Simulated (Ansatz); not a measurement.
Abridged output of a molecular run in Ansatz:

```
Functional definition: HF
1280 factors; integrals over basis functions are off by at most 8.3e-4 eV
mean field evaluation 1: about -5568.7260 eV, gradient 3.8e1 eV
mean field evaluation 2: about -5568.7274 eV, gradient 3.8e1 eV
mean field evaluation 4: about -5571.2750 eV, gradient 3.6e0 eV
mean field evaluation 8: about -5571.3560 eV, gradient 3.8e-1 eV
mean field evaluation 16: about -5571.2730 eV, gradient 3.6e0 eV
mean field -5571.35711419 eV, -204.7435975449 hartree, gradient 3.3e-6 eV, S^2 0.000000; 0 other end points of the search recorded, 0 dependent functions left out; unrestricted orbitals would lower it
3 core orbitals not correlated: weight in the atoms' cores, before any rotation towards them, 1.000 or more for the frozen orbitals, at most 0.000 for the correlated occupied ones
reference -5571.35711419 eV, -204.7435975449 hartree; 9, 9 occupied and 189, 189 virtual orbitals, 1280 factors
second order -19.79137010 eV of doubles, -0.00000000 eV of singles
cycle   1  -18.85887974 eV  change    9.3e-1 eV  update   1.2e-1
cycle   2  -19.46091982 eV  change   -6.0e-1 eV  update   4.3e-2
cycle   3  -19.61145103 eV  change   -1.5e-1 eV  update   2.2e-2
cycle   4  -19.58995964 eV  change    2.1e-2 eV  update   7.4e-3
cycle   5  -19.58816665 eV  change    1.8e-3 eV  update   4.1e-3
cycle   6  -19.59014745 eV  change   -2.0e-3 eV  update   1.6e-3
cycle   7  -19.58974620 eV  change    4.0e-4 eV  update   9.3e-4
cycle   8  -19.58933807 eV  change    4.1e-4 eV  update   3.0e-4
cycle   9  -19.58949524 eV  change   -1.6e-4 eV  update   1.2e-4
cycle  10  -19.58951900 eV  change   -2.4e-5 eV  update   3.7e-5
cycle  11  -19.58950496 eV  change    1.4e-5 eV  update   1.4e-5
perturbative correction -0.95829379 eV, -0.0352166473 hartree
Total energy: -5591.90491293 eV, -205.4987152210 hartree
```

Its atoms:

Cartesian coordinates in Å:
```
O -1.0901 -0.4917 -0.8994
N -0.1348 0.1098 -0.6249
O 0.2155 -0.0809 0.7142
H 1.0094 0.4628 0.8101
```

**Question.** Which basis set was used?
A. def2-QZVPP
B. cc-pV(T+d)Z
C. def2-TZVPPD
D. def2-TZVPP

**Answer.** A. It gives 201 functions.

**Question.** Write the keys of the input that set method, charge and spin (a neutral closed shell needs none for the last two).

**Answer.** 
```yaml
correlation: {method: ccsd_t}
```
